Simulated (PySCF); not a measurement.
Energy of F⁻ (fluorine, charge -1) between two integer charges

The 2p beta orbital of [Ne] is emptied in steps (occupation f), with all orbitals relaxed, ending at [He] 2s2 2p5. Calculation: PySCF 2.14, in aug-cc-pVDZ; no relativity, point nucleus. The exact energy is a straight line in f; departures are measured from the line between the end points of the same method.

```
  f  LDA (eV)  PBE (eV)  PBE0 (eV)  r2SCAN (eV)  MN15 (eV)  TPSS (eV)
  1     0.000     0.000      0.000        0.000      0.000      0.000
0.8    -0.909    -0.867     -0.525       -0.766     -0.373     -0.827
0.6    -1.396    -1.323     -0.807       -1.155     -0.578     -1.261
0.4    -1.426    -1.344     -0.823       -1.158     -0.591     -1.279
0.2    -0.969    -0.906     -0.557       -0.775     -0.398     -0.862
  0     0.000     0.000      0.000        0.000      0.000      0.000
```

```tsv
method	E(f=0) − E(f=1) (eV)	−ε at f=1 (eV)	−ε at f=0.4 (eV)
LDA	4.138	-1.410	5.180
PBE	3.684	-1.628	4.713
PBE0	3.292	0.105	3.906
r2SCAN	3.362	-1.372	4.317
MN15	3.372	1.129	3.814
TPSS	3.454	-1.619	4.440
```

Orbital energy along the path (eV):

```csv
f,LDA,PBE,PBE0,r2SCAN,MN15,TPSS
1,1.410,1.628,-0.105,1.372,-1.129,1.619
0.8,-0.621,-0.352,-1.252,-0.458,-1.907,-0.280
0.6,-2.819,-2.471,-2.529,-2.379,-2.811,-2.306
0.4,-5.180,-4.713,-3.906,-4.317,-3.814,-4.440
0.2,-7.685,-7.039,-5.347,-6.245,-4.862,-6.650
0,-10.294,-9.387,-6.807,-8.232,-5.832,-8.874
```

At f = 1 the orbital energy is positive for LDA, PBE, r2SCAN, TPSS: only the finite basis holds the electron.

Reference removal energy between the ground levels: 3.401 eV (measured; photodetachment measurements, as compiled on the Wikipedia data page of electron affinities). The calculation has no spin-orbit coupling.
